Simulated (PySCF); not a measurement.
**Telling isomers of C6H10 apart by NMR**

Theoretical values (PySCF 2.14): shieldings: GIAO PBE0/pcSseg-1, PBE0-D3(BJ)/def2-SVP geometry, B3LYP/pcJ-1 coupling constants (spin–dipole term left out of most H,H and C,H couplings). In vacuum, one conformer, non-relativistic Hamiltonian, fast rotation and ring inversion assumed for equivalent nuclei.

References, each an isolated molecule treated in the same way: TMS for 1H, 13C. Multiplet labels drop J under 1 Hz and among equivalent protons, and merge close values. Unscaled 3J(H,H) run several per cent high. Shifts are as computed. Against solution values, carbons near 30 ppm lie about +2 ppm off and those near 130 ppm about +5 ppm. Of 1211 compounds with measured shifts, 218 miss one by over three times the rms of a fit or turn the order of signals round; such compounds aren't used in these exercises.

(1) Tabulate the signals of `C1C[C@H]2CC[C@@H]12`, `C#CC(C)(C)C`, `C=C(C)/C=C\C` and their relative energies.

(2) What is the quickest way to tell C1C[C@H]2CC[C@@H]12 from C=C(C)/C=C\C?

(3) What is the quickest way to tell C1C[C@H]2CC[C@@H]12 from C#CC(C)(C)C?

(4) What is the quickest way to tell C#CC(C)(C)C from C=C(C)/C=C\C?

## Answers

(1) 
| SMILES | carbon types | δC | δH | E rel. (kcal/mol) |
| --- | --- | --- | --- | --- |
| C1C[C@H]2CC[C@@H]12 | 2×CH 4×CH2 | 36.0, 29.3 | 2.51 (m, 2H), 2.41 (m, 4H), 1.87 (m, 4H) | 7.8 |
| C#CC(C)(C)C | 2×C 1×CH 3×CH3 | 95.8, 73.7, 32.8, 27.5 | 1.94 (s, 1H), 1.22 (s, 9H) | 15.1 |
| C=C(C)/C=C\C | 1×C 2×CH 1×CH2 2×CH3 | 151.4, 141.3, 132.2, 125.8, 24.8, 16.4 | 6.05 (dq, 1H), 5.56 (dqt, 1H), 5.15 (sext of q, 1H), 5.09 (d of oct, 1H), 2.07 (dd, 3H), 1.96 (ddt, 3H) | 0.0 |

Energies are electronic energies at PBE0/pcSseg-1 on these geometries, without zero-point or thermal terms, each for the one conformer computed, which needn't be the lowest.

(2) Count the carbon signals: 2 against 6. The first has an sp3 CH in a ring at 36.0 ppm, the second a fully substituted alkene carbon (C) at 151.4 ppm. In the proton spectra the most deshielded non-exchanging signals are 2.51 (m, 2H) and 6.05 (dq, J = 13.8, 2.5 Hz, 1H).

(3) Count the carbon signals: 2 against 4. The first has an sp3 CH2 in a ring at 29.3 ppm, the second an alkyne carbon (C) at 95.8 ppm. Their most deshielded carbons lie at 36.0 and 95.8 ppm. In the proton spectra the most deshielded non-exchanging signals are 2.51 (m, 2H) and 1.94 (s, 1H).

(4) Count the carbon signals: 4 against 6. The first has a propargylic quaternary sp3 carbon (C) at 27.5 ppm, the second an alkene CH at 141.3 ppm. Their most deshielded carbons lie at 95.8 and 151.4 ppm. In the proton spectra the most deshielded non-exchanging signals are 1.94 (s, 1H) and 6.05 (dq, J = 13.8, 2.5 Hz, 1H).
